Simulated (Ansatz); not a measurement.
Mulliken charges of CH₄AlN (`N=[CH][AlH2]`) from PBE/def2-TZVPP in Ansatz (PBE0-D4/def2-TZVP geometry).

| atom | x (Å) | y (Å) | z (Å) | charge (e) |
| --- | --- | --- | --- | --- |
| N1 | -1.402 | -0.663 | 0.034 | -0.235 |
| C2 | -0.381 | -0.186 | -0.566 | -0.162 |
| Al3 | 1.059 | 0.477 | 0.618 | 0.407 |
| H4 | -2.116 | -0.997 | -0.623 | 0.148 |
| H5 | -0.338 | -0.165 | -1.669 | 0.067 |
| H6 | 0.843 | 0.417 | 2.183 | -0.105 |
| H7 | 2.396 | 1.049 | -0.023 | -0.120 |

Task: By hand: the dipole of these point charges (1 e Å = 4.8032 D).

Result: Σ q r = (0.110, 0.052, -0.095) e Å, of length 0.154 e Å = 0.74 D.

Task: How does the dipole of the full density compare? (Estimate.)

Result: The calculation gave: (0.004, 0.003, -0.364) e Å, 1.75 D; the point charges give 0.42 times that, at 51° from its direction.

Point charges leave out the atoms' own dipoles, such as those of lone pairs, and Mulliken's split depends on the basis, so the two needn't agree.
